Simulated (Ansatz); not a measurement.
System: fluorite CeO₂. Method: PBEsol (Ansatz, a first-principles code, PAW).

Settings: plane-wave cutoff 520 eV, 12×12×12 k mesh, Fermi–Dirac smearing 0.01 eV, no spin polarisation, scalar-relativistic PAW data made under PBE.

Energies at three volumes about the minimum:

```
V (Å³/atom)  E − E_lowest (meV/atom)
-----------  -----------------------
12.844                          3.27
13.106                          0.00
13.368                          3.03
```

Task: Fit a parabola by hand: where is the minimum, what lattice constant follows, and what is the bulk modulus?

Result: Slopes: (0.00 − 3.27)/(13.106 − 12.844) = -12.481 and (3.03 − 0.00)/(13.368 − 13.106) = 11.565 meV/Å³. Curvature E″ = 2 × (11.565 − (-12.481))/(13.368 − 12.844) = 91.779 meV/Å⁶. From the middle of the first interval, the slope vanishes at V0 = 12.9750 − (-12.481)/91.779 = 13.111 Å³/atom. B = V0 E″ = 13.111 × 91.779 meV/Å³ × 0.1602 GPa per meV/Å³ = 193 GPa. With 12 atoms in the cube, a = (12 × 13.111)^(1/3) = 5.398 Å. The full Birch–Murnaghan fit to all volumes gives V0 = 13.106 Å³/atom and B0 = 192 GPa.

Measured, for comparison: bulk modulus 220 ± 9 GPa (room temperature, not corrected to a static lattice, sources range from 220 to 230; as tabulated in High Pressure Brillouin Spectroscopy and X-ray Diffraction of Cerium Dioxide …); lattice constant a 5.391 Å (0 K, extrapolated to 0 K; as tabulated in Stimac et al. (2024), arXiv:2411.06536). Computed less measured: bulk modulus -13 % (-13 % to -17 % over the range).
